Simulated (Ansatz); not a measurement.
# C3H5ClO: basis-set convergence

An exercise on one series of results from a longer session: the logs are not shown, and one member is left open.

Method: one geometry, several basis sets; program: Ansatz 0.2.0, Gaussian basis.

Levels to be run: PBE0-D4/def2-SVP; ωB97M-V/def2-SVP; PBE0-D4/def2-QZVPP; ωB97M-V/def2-QZVPP; the functionals' def2-TZVPP values are taken from earlier runs.

### Structure used throughout

All runs share one geometry, relaxed beforehand with PBE0-D4 in a triple-zeta def2 set.

SMILES `ClCC1CO1`, 10 atoms, charge 0, spin multiplicity 1.

Atoms are counted from 1 here; the program's logs count them from 0.

Bond lengths: Cl1–C2 1.782 Å, C2–C3 1.495 Å, C2–H6 1.090 Å, C2–H7 1.089 Å, C3–C4 1.456 Å, C3–O5 1.416 Å, C3–H8 1.088 Å, C4–O5 1.421 Å, C4–H9 1.087 Å, C4–H10 1.086 Å. Angles: Cl1–C2–C3 110.2°, Cl1–C2–H6 107.1°, Cl1–C2–H7 108.1°, C3–C2–H6 111.4°, C3–C2–H7 110.6°, H6–C2–H7 109.3°, C2–C3–C4 120.8°, C2–C3–O5 114.9°, C2–C3–H8 115.5°, C4–C3–O5 59.3°, C4–C3–H8 118.7°, O5–C3–H8 115.0°, C3–C4–O5 59.0°, C3–C4–H9 119.2°, C3–C4–H10 119.6°, O5–C4–H9 115.3°, O5–C4–H10 115.3°, H9–C4–H10 115.9° and more.

The first run:

File in.yaml:

```yaml
crystal:
  periodic: [false, false, false]
  atoms:
    - {symbol: Cl, position_ang: [-2.254907, -0.560426, 0.761047]}
    - {symbol: C, position_ang: [-0.980261, 0.610375, 0.337769]}
    - {symbol: C, position_ang: [0.030543, -0.029826, -0.559119]}
    - {symbol: C, position_ang: [1.232801, -0.641469, -0.011806]}
    - {symbol: O, position_ang: [1.277104, 0.639625, -0.624740]}
    - {symbol: H, position_ang: [-1.468681, 1.452975, -0.151031]}
    - {symbol: H, position_ang: [-0.512792, 0.950235, 1.260974]}
    - {symbol: H, position_ang: [-0.349754, -0.389279, -1.513362]}
    - {symbol: H, position_ang: [1.380904, -0.647144, 1.065417]}
    - {symbol: H, position_ang: [1.728043, -1.436367, -0.562248]}
basis:
  gaussian: {orbitals: def2-SVP}
hamiltonian: {xc: pbe0, dispersion: d4}
output: {orbitals: {seedname: orbitals}}
```

The run is started by

```console
$ ansatz run in.yaml --threads 4 --pin off --events-out ev --progress --plain --max-ram 10444MiB
```

Among the steps run: PBE0-D4 in def2-SVP; ωB97M-V in def2-SVP; PBE0-D4 in def2-QZVPP; ωB97M-V in def2-QZVPP.

One table of the session follows, with a row left open; its other results are not shown here.

It belongs to the step «Density functionals: the series». 

```
functional       basis  HOMO (eV)  LUMO (eV)
   PBE0-D4    def2-SVP      -8.01       1.17
   PBE0-D4  def2-TZVPP      -8.18       0.66
   PBE0-D4  def2-QZVPP      -8.23       0.39
   ωB97M-V    def2-SVP          ?          ?
   ωB97M-V  def2-TZVPP     -10.58       2.72
   ωB97M-V  def2-QZVPP     -10.63       1.98
```

Q: Estimate the row for ωB97M-V, def2-SVP from the others.

**Answer.** HOMO (eV): -10.39; LUMO (eV): 3.39. In the column «HOMO (eV)» it lies between ωB97M-V, def2-TZVPP (-10.58) and PBE0-D4, def2-QZVPP (-8.23).
